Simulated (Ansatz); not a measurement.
Ansatz (a program for electronic structure) input (B3LYP-D3(BJ)/def2-TZVP):

Ansatz 0.2 input:
```yaml
crystal:
  periodic: [false, false, false]
  atoms:
    - {symbol: S, position_ang: [-0.00038430, 0.06460608, 1.20995392]}
    - {symbol: C, position_ang: [-0.01176275, 1.24412037, -0.01506326]}
    - {symbol: C, position_ang: [0.01116422, -1.18106965, 0.00141441]}
    - {symbol: C, position_ang: [-0.00756658, 0.77512242, -1.28174505]}
    - {symbol: C, position_ang: [0.00599658, -0.65931411, -1.25883384]}
    - {symbol: H, position_ang: [0.02101523, -2.21737551, 0.29765714]}
    - {symbol: H, position_ang: [-0.01341843, 1.37646877, -2.17796095]}
    - {symbol: H, position_ang: [0.01156330, -1.26594470, -2.15359243]}
basis:
  gaussian:
    orbitals: def2-TZVP
hamiltonian:
  xc: b3lyp
  dispersion: d3bj
magnetization: {spin_polarized: true, initial_magnetization: 1}
phonons: {temperatures: {t_min: 298.15, t_max: 298.15, t_step: 100}}
```

Output:

```
Functional definition: B3LYP
integrals: 0.09 GiB planned
1123 factors; their error is unknown
mean field: 1.13 GiB planned
mean field evaluation 1: about -15018.4160 eV, gradient 5.2e1 eV
mean field evaluation 2: about -14979.4932 eV, gradient 9.9e1 eV
mean field evaluation 4: about -15030.8175 eV, gradient 1.2e1 eV
mean field evaluation 8: about -15031.5716 eV, gradient 1.4e-1 eV
mean field evaluation 16: about -15031.5843 eV, gradient 1.3e-3 eV
mean field evaluation 32: about -15031.5843 eV, gradient 5.8e-5 eV
mean field -15031.58428901 eV, -552.4005338474 hartree, gradient 5.8e-5 eV, S^2 0.759499; 1 other end points of the search recorded, 0 dependent functions left out
the calculation of the forces begins
reference -15031.58452302 eV, -552.4005424472 hartree; 22, 21 occupied and 157, 158 virtual orbitals, 1123 factors
these checks for a lower state are left out or cut short: stability, starts, cluster_reference, orbital_swaps, neighbouring_geometries, increment
integrals: 0.09 GiB planned
1123 factors; their error is unknown
mean field: 1.13 GiB planned
mean field -15031.58421660 eV, -552.4005311863 hartree, gradient 2.5e-6 eV, S^2 0.759519; 0 other end points of the search recorded, 0 dependent functions left out
the calculation of the forces begins
reference -15031.58445060 eV, -552.4005397855 hartree; 22, 21 occupied and 157, 158 virtual orbitals, 1123 factors
these checks for a lower state are left out or cut short: stability, starts, cluster_reference, orbital_swaps, neighbouring_geometries, increment
integrals: 0.09 GiB planned
1123 factors; their error is unknown
mean field: 1.13 GiB planned
mean field -15031.58422262 eV, -552.4005314075 hartree, gradient 1.8e-6 eV, S^2 0.759480; 0 other end points of the search recorded, 0 dependent functions left out
the calculation of the forces begins
reference -15031.58445664 eV, -552.4005400078 hartree; 22, 21 occupied and 157, 158 virtual orbitals, 1123 factors
these checks for a lower state are left out or cut short: stability, starts, cluster_reference, orbital_swaps, neighbouring_geometries, increment
integrals: 0.09 GiB planned
1123 factors; their error is unknown
mean field: 1.13 GiB planned
mean field -15031.58421487 eV, -552.4005311228 hartree, gradient 1.9e-6 eV, S^2 0.759523; 0 other end points of the search recorded, 0 dependent functions left out
the calculation of the forces begins
reference -15031.58444892 eV, -552.4005397241 hartree; 22, 21 occupied and 157, 158 virtual orbitals, 1123 factors
these checks for a lower state are left out or cut short: stability, starts, cluster_reference, orbital_swaps, neighbouring_geometries, increment
integrals: 0.09 GiB planned
1123 factors; their error is unknown
mean field: 1.13 GiB planned
mean field -15031.58425511 eV, -552.4005326014 hartree, gradient 1.9e-6 eV, S^2 0.759476; 0 other end points of the search recorded, 0 dependent functions left out
the calculation of the forces begins
reference -15031.58448908 eV, -552.4005411996 hartree; 22, 21 occupied and 157, 158 virtual orbitals, 1123 factors
these checks for a lower state are left out or cut short: stability, starts, cluster_reference, orbital_swaps, neighbouring_geometries, increment
integrals: 0.09 GiB planned
1123 factors; their error is unknown
mean field: 1.13 GiB planned
mean field evaluation 64: about -15031.5718 eV, gradient 3.4e-4 eV
mean field -15031.58421575 eV, -552.4005311549 hartree, gradient 1.8e-6 eV, S^2 0.759441; 0 other end points of the search recorded, 0 dependent functions left out
the calculation of the forces begins
reference -15031.58444978 eV, -552.4005397557 hartree; 22, 21 occupied and 157, 158 virtual orbitals, 1123 factors
these checks for a lower state are left out or cut short: stability, starts, cluster_reference, orbital_swaps, neighbouring_geometries, increment
[...]
reference -15031.58439659 eV, -552.4005378007 hartree; 22, 21 occupied and 157, 158 virtual orbitals, 1123 factors
these checks for a lower state are left out or cut short: stability, starts, cluster_reference, orbital_swaps, neighbouring_geometries, increment
integrals: 0.09 GiB planned
1123 factors; their error is unknown
mean field: 1.13 GiB planned
mean field -15031.58420071 eV, -552.4005306024 hartree, gradient 1.8e-6 eV, S^2 0.759480; 0 other end points of the search recorded, 0 dependent functions left out
the calculation of the forces begins
reference -15031.58443476 eV, -552.4005392035 hartree; 22, 21 occupied and 157, 158 virtual orbitals, 1123 factors
these checks for a lower state are left out or cut short: stability, starts, cluster_reference, orbital_swaps, neighbouring_geometries, increment
integrals: 0.09 GiB planned
1123 factors; their error is unknown
mean field: 1.13 GiB planned
mean field -15031.58410867 eV, -552.4005272200 hartree, gradient 2.7e-6 eV, S^2 0.759518; 0 other end points of the search recorded, 0 dependent functions left out
the calculation of the forces begins
reference -15031.58434265 eV, -552.4005358185 hartree; 22, 21 occupied and 157, 158 virtual orbitals, 1123 factors
these checks for a lower state are left out or cut short: stability, starts, cluster_reference, orbital_swaps, neighbouring_geometries, increment
integrals: 0.09 GiB planned
1123 factors; their error is unknown
mean field: 1.13 GiB planned
mean field -15031.58421637 eV, -552.4005311778 hartree, gradient 2.6e-6 eV, S^2 0.759500; 0 other end points of the search recorded, 0 dependent functions left out
the calculation of the forces begins
reference -15031.58445044 eV, -552.4005397796 hartree; 22, 21 occupied and 157, 158 virtual orbitals, 1123 factors
these checks for a lower state are left out or cut short: stability, starts, cluster_reference, orbital_swaps, neighbouring_geometries, increment
integrals: 0.09 GiB planned
1123 factors; their error is unknown
mean field: 1.13 GiB planned
mean field evaluation 192: about -15031.5718 eV, gradient 3.0e-4 eV
mean field -15031.58415211 eV, -552.4005288165 hartree, gradient 2.5e-6 eV, S^2 0.759499; 0 other end points of the search recorded, 0 dependent functions left out
the calculation of the forces begins
reference -15031.58438607 eV, -552.4005374142 hartree; 22, 21 occupied and 157, 158 virtual orbitals, 1123 factors
these checks for a lower state are left out or cut short: stability, starts, cluster_reference, orbital_swaps, neighbouring_geometries, increment
integrals: 0.09 GiB planned
1123 factors; their error is unknown
mean field: 1.13 GiB planned
mean field -15031.58428146 eV, -552.4005335699 hartree, gradient 1.8e-6 eV, S^2 0.759499; 0 other end points of the search recorded, 0 dependent functions left out
the calculation of the forces begins
reference -15031.58451548 eV, -552.4005421701 hartree; 22, 21 occupied and 157, 158 virtual orbitals, 1123 factors
these checks for a lower state are left out or cut short: stability, starts, cluster_reference, orbital_swaps, neighbouring_geometries, increment
integrals: 0.09 GiB planned
1123 factors; their error is unknown
mean field: 1.13 GiB planned
mean field -15031.58426955 eV, -552.4005331324 hartree, gradient 1.8e-6 eV, S^2 0.759500; 0 other end points of the search recorded, 0 dependent functions left out
the calculation of the forces begins
reference -15031.58450355 eV, -552.4005417316 hartree; 22, 21 occupied and 157, 158 virtual orbitals, 1123 factors
these checks for a lower state are left out or cut short: stability, starts, cluster_reference, orbital_swaps, neighbouring_geometries, increment
integrals: 0.09 GiB planned
1123 factors; their error is unknown
mean field: 1.13 GiB planned
mean field -15031.58422376 eV, -552.4005314495 hartree, gradient 2.5e-6 eV, S^2 0.759500; 0 other end points of the search recorded, 0 dependent functions left out
the calculation of the forces begins
reference -15031.58445777 eV, -552.4005400491 hartree; 22, 21 occupied and 157, 158 virtual orbitals, 1123 factors
these checks for a lower state are left out or cut short: stability, starts, cluster_reference, orbital_swaps, neighbouring_geometries, increment
integrals: 0.09 GiB planned
1123 factors; their error is unknown
mean field: 1.13 GiB planned
mean field evaluation 224: about -15031.5843 eV, gradient 2.9e-4 eV
mean field -15031.58426548 eV, -552.4005329828 hartree, gradient 2.5e-6 eV, S^2 0.759499; 0 other end points of the search recorded, 0 dependent functions left out
the calculation of the forces begins
reference -15031.58449950 eV, -552.4005415826 hartree; 22, 21 occupied and 157, 158 virtual orbitals, 1123 factors
these checks for a lower state are left out or cut short: stability, starts, cluster_reference, orbital_swaps, neighbouring_geometries, increment
integrals: 0.09 GiB planned
1123 factors; their error is unknown
mean field: 1.13 GiB planned
mean field -15031.58422703 eV, -552.4005315695 hartree, gradient 1.8e-6 eV, S^2 0.759498; 0 other end points of the search recorded, 0 dependent functions left out
the calculation of the forces begins
reference -15031.58446101 eV, -552.4005401682 hartree; 22, 21 occupied and 157, 158 virtual orbitals, 1123 factors
these checks for a lower state are left out or cut short: stability, starts, cluster_reference, orbital_swaps, neighbouring_geometries, increment
integrals: 0.09 GiB planned
1123 factors; their error is unknown
mean field: 1.13 GiB planned
mean field -15031.58426368 eV, -552.4005329164 hartree, gradient 1.8e-6 eV, S^2 0.759501; 0 other end points of the search recorded, 0 dependent functions left out
the calculation of the forces begins
reference -15031.58449772 eV, -552.4005415171 hartree; 22, 21 occupied and 157, 158 virtual orbitals, 1123 factors
these checks for a lower state are left out or cut short: stability, starts, cluster_reference, orbital_swaps, neighbouring_geometries, increment
integrals: 0.09 GiB planned
1123 factors; their error is unknown
mean field: 1.13 GiB planned
mean field -15031.58426193 eV, -552.4005328522 hartree, gradient 2.5e-6 eV, S^2 0.759500; 0 other end points of the search recorded, 0 dependent functions left out
the calculation of the forces begins
reference -15031.58449594 eV, -552.4005414519 hartree; 22, 21 occupied and 157, 158 virtual orbitals, 1123 factors
these checks for a lower state are left out or cut short: stability, starts, cluster_reference, orbital_swaps, neighbouring_geometries, increment
integrals: 0.09 GiB planned
1123 factors; their error is unknown
mean field: 1.13 GiB planned
mean field evaluation 256: about -15031.5842 eV, gradient 2.4e-6 eV
mean field -15031.58422593 eV, -552.4005315292 hartree, gradient 2.6e-6 eV, S^2 0.759498; 0 other end points of the search recorded, 0 dependent functions left out
the calculation of the forces begins
reference -15031.58445994 eV, -552.4005401289 hartree; 22, 21 occupied and 157, 158 virtual orbitals, 1123 factors
these checks for a lower state are left out or cut short: stability, starts, cluster_reference, orbital_swaps, neighbouring_geometries, increment
integrals: 0.09 GiB planned
1123 factors; their error is unknown
mean field: 1.13 GiB planned
mean field -15031.58422589 eV, -552.4005315277 hartree, gradient 1.8e-6 eV, S^2 0.759499; 0 other end points of the search recorded, 0 dependent functions left out
the calculation of the forces begins
reference -15031.58445985 eV, -552.4005401256 hartree; 22, 21 occupied and 157, 158 virtual orbitals, 1123 factors
these checks for a lower state are left out or cut short: stability, starts, cluster_reference, orbital_swaps, neighbouring_geometries, increment
integrals: 0.09 GiB planned
1123 factors; their error is unknown
mean field: 1.13 GiB planned
mean field -15031.58426525 eV, -552.4005329743 hartree, gradient 1.8e-6 eV, S^2 0.759499; 0 other end points of the search recorded, 0 dependent functions left out
the calculation of the forces begins
reference -15031.58449932 eV, -552.4005415759 hartree; 22, 21 occupied and 157, 158 virtual orbitals, 1123 factors
Total energy: -15031.96736003 eV, -552.4146114477 hartree
Atom 0 at    -0.000384     0.064606     1.209954 Å, force    -0.000001     0.000079     0.000018 eV/Å
Atom 1 at    -0.011763     1.244120    -0.015063 Å, force     0.000001    -0.000122    -0.000063 eV/Å
Atom 2 at     0.011164    -1.181070     0.001414 Å, force     0.000002    -0.000256     0.000190 eV/Å
Atom 3 at    -0.007567     0.775122    -1.281745 Å, force     0.000001    -0.000067     0.000017 eV/Å
Atom 4 at     0.005997    -0.659314    -1.258834 Å, force    -0.000003     0.000295    -0.000277 eV/Å
Atom 5 at     0.021015    -2.217376     0.297657 Å, force    -0.000001     0.000060     0.000051 eV/Å
Atom 6 at    -0.013418     1.376469    -2.177961 Å, force     0.000000    -0.000008     0.000040 eV/Å
Atom 7 at     0.011563    -1.265945    -2.153592 Å, force    -0.000000     0.000019     0.000023 eV/Å
Dipole moment:     0.001736    -0.186380    -0.138112 e Å
Vibrations: 373.08 527.67 609.50 680.89 723.53 783.35 834.16 854.02 899.00 1037.40 1101.73 1226.39 1342.15 1410.30 1549.19 3201.08 3224.95 3245.82 cm⁻¹, zero-point energy 1.464514 eV
```

It need not be the lowest isomer of its formula.
